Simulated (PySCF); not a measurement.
# BH: a composite coupled-cluster curve

An exercise on one series of results from a longer session: the logs are not shown, and one member is left open.

Computed with PySCF 2.14.0. Level: CCSD(T) on RHF, no relativity in the base curves; scalar relativity is added as a correction.

The first run:

- molecule: BH
- state: singlet, unpaired electrons none
- smaller basis: B aug-cc-pVTZ, H aug-cc-pVTZ
- larger basis: B aug-cc-pVQZ, H aug-cc-pVQZ
- frozen core orbitals: 1
- extrapolation: correlation as n⁻³ (n = 3, 4), Hartree–Fock as (n+1)·exp(−9√n)
- corrections: core–valence correlation, scalar relativity
- distances (Å): 1.0975, 1.1474, 1.1973, 1.2472, 1.2971, 1.3594, 1.4218
- masses (u): 11.0093, 1.0078
- dissociation limit: B + H

Command:

```
> OMP_NUM_THREADS=4 python comp.py task.json out
```

Steps of the session up to this table: Coupled cluster at each distance.

One table of the session follows, with a row left open; its other results are not shown here.

It belongs to the step «Coupled cluster at each distance». Parts of the energy along the bond, in eV from B + H:

| R (Å) | HF/CBS | CCSD corr. | (T) | core–valence |
| --- | --- | --- | --- | --- |
| 1.0975 | -2.486 | -0.953 | -0.0193 | -0.0163 |
| 1.1474 | -2.618 | -0.961 | -0.0201 | -0.0129 |
| 1.1973 | -2.675 | -0.970 | -0.0210 | -0.0099 |
| 1.2472 | ? | ? | ? | ? |
| 1.2971 | -2.626 | -0.995 | -0.0232 | -0.0049 |
| 1.3594 | -2.517 | -1.014 | -0.0250 | -0.0023 |
| 1.4218 | -2.369 | -1.035 | -0.0270 | -0.0001 |

**Question.** Estimate the row for R (Å) = 1.2472.

Worked estimate for «HF/CBS». A straight line through the neighbours (1.1973, -2.675) and (1.2971, -2.626) gives -2.675 + (-2.626 + 2.675) × (1.2472 − 1.1973) / (1.2971 − 1.1973) = -2.650; a parabola fitted to 4 rows on both sides gives -2.673.

**Answer.** HF/CBS: -2.674; CCSD corr.: -0.982; (T): -0.0220; core–valence: -0.0073. In «HF/CBS» the line misses by +0.024 and the parabola by +0.001.
